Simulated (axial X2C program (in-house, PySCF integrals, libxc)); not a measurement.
Low determinants of SiCl⁻ at the PBE0 level, spin-free

Computed with an in-house all-electron X2C program for linear molecules (integrals from PySCF). Spin-free means the one-electron spin-free X2C Hamiltonian. Basis: Cl dyall-av3z [9s8p3d2f], Si dyall-av3z [9s8p3d2f] (cores contracted in-house); Gaussian nuclei, density fitting, unrestricted open shells. Masses: Cl 34.969 u, Si 27.977 u.

Search at 2.248 Å (vertical energies from the lowest determinant):

```tsv
ΔE (eV)	state	electrons beyond evenly filled partner blocks	electrons in σ, π, δ, φ
0.00	M_S = 1, Λ = 0	π+α, π-α	18 14 0 0
0.74	M_S = 0, Λ = 0	π+β, π-α	18 14 0 0
0.74	M_S = 0, Λ = 2	π+α, π+β	18 14 0 0
1.82	M_S = 1, Λ = 1	σα, π+α	19 13 0 0
1.94	M_S = 0, Λ = 1	σα, π+β	19 13 0 0
2.43	M_S = 1, Λ = 2	2 × π+α	18 14 0 0
4.57	M_S = 1, Λ = 3	π+α, δ+α	18 13 1 0
```

Lowest determinant, M_S = 1, Λ = 0 (beyond evenly filled blocks: π+α, π-α): Re = 2.243 Å, ωe = 369.4 cm⁻¹.

The determinant in row 2 of the search, M_S = 0, Λ = 0 (beyond evenly filled blocks: π+β, π-α), was followed along the bond at PBE0; measured from the minimum of the lowest determinant it gives:

Te = 0.731 eV (5898 cm⁻¹), Re = 2.217 Å, ωe = 386.6 cm⁻¹.

**Question.** Compare the bond of the determinant in row 2 with that of the lowest one.

**Answer.** At PBE0 its Re is 0.026 Å shorter and its force constant, which goes as ωe², is 1.10 times that of the lowest determinant. This determinant mixes spin states, so it has no term energy of its own.

The search compares states at one distance, so a state with another bond length can lie lower; it is not exhaustive and yields mostly the lowest determinant of each block pattern, so other components and higher states of one pattern are missing. These are energies of single determinants, not of spin-adapted states; PBE0 term energies can be off by some tenths of an eV, and the functional has no current term. The lowest determinant need not be the ground state where others lie within half an eV. For an anion, determinants above electron detachment are held by the basis set. The highest occupied level of some functionals is positive through self-interaction error; at Hartree–Fock it is bound. Row 2 is spin-contaminated (⟨S²⟩ = 1.00 against 0.00), so its values are not those of a pure state. Row 1 has a positive highest level at its minimum. Row 2 has a positive highest level at its minimum.
